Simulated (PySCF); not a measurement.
# SiH₃ClF−, a complex of two parts as drawn: interaction energy

Programs: PySCF 2.14.0. All values are calculated, for the isolated system unless a continuum is named. Atoms count from 0, parts from 1.

## 1. Starting point

6 atoms, charge -1, multiplicity 1; geometry: GFN2-xTB. Parts: 1 = atoms 0–4, `[SiH3]Cl`, charge 0; 2 = atom 5, `[F-]`, charge -1. In the given geometry the parts are no longer as drawn: a bond within a part is broken, a hydrogen has moved, or two parts are bonded, so values for the parts refer to these atom groups.

## 2. Geometry optimisation at PBE0-D3(BJ)/def2-SVPD

Job settings and geometry (Å):

```
{"job": {"xc": "PBE0", "basis": "def2-SVPD", "d3": "d3bj", "grid": 2, "kind": "geom", "shake": 0.01}, "charge": -1, "multiplicity": 1, "parts": [{"atoms": "0-4", "charge": 0, "multiplicity": 1}, {"atoms": "5-5", "charge": -1, "multiplicity": 1}]}
Si    -0.573730    -0.330434    -0.277322
Cl     1.616140     0.327189     0.368417
H     -0.936849    -0.294300     1.133066
H      0.053152    -1.487646    -0.875752
H     -0.632480     0.935638    -1.049318
F     -2.165441    -0.750404    -0.745461
```

Command:

```sh
OMP_NUM_THREADS=1 python cluster_run.py task.json out
```

The driver reads the jobs from task.json and runs them one after another.

Q: Estimate the wall time and peak memory of this first job on 1 thread of Intel Xeon 6975P-C, shared host.

About 13 s, with a peak of 0.43 GiB.
